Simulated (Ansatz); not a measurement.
One change: `BCl` becomes `OBCl`.

Ansatz, PBE0-D4/def2-TZVP geometries, multiplicity 1. Each molecule was computed in one conformer, which needn't be the lowest.

| property | `BCl` |
| --- | --- |
| HOMO–LUMO gap (PBE/def2-TZVPP) / eV | 4.43 |
| size of the dipole moment (PBE/def2-TZVPP) / D | 0.37 |
| HOMO energy (ωB97M-V/def2-TZVPP) / eV | -10.92 |
| HOMO–LUMO gap (ωB97M-V/def2-TZVPP) / eV | 11.13 |
| HOMO–LUMO gap (B3LYP/def2-TZVPP) / eV | 6.38 |
| LUMO energy (PBE/def2-TZVPP) / eV | -2.84 |

Task: What does the change do to each property? (Estimate.)

Result: Computed: 
```tsv
property	`OBCl`	shift
HOMO–LUMO gap (PBE/def2-TZVPP) / eV	6.31	1.88
size of the dipole moment (PBE/def2-TZVPP) / D	1.17	0.80
HOMO energy (ωB97M-V/def2-TZVPP) / eV	-11.45	-0.53
HOMO–LUMO gap (ωB97M-V/def2-TZVPP) / eV	13.08	1.95
HOMO–LUMO gap (B3LYP/def2-TZVPP) / eV	8.26	1.88
LUMO energy (PBE/def2-TZVPP) / eV	-1.40	1.44
```

With PBE0 the HOMO falls by 0.50 eV and the LUMO rises by 1.43 eV, so the gap widens by about 1.93 eV. PBE moves the HOMO by -0.44 eV and ωB97M-V by -0.53 eV. The zero-point energy changes by 20.7 kJ/mol with +3 modes. Dipoles are sizes alone; their direction can turn.

B3LYP here is the variant with VWN-RPA as its local correlation; programs differ in this.
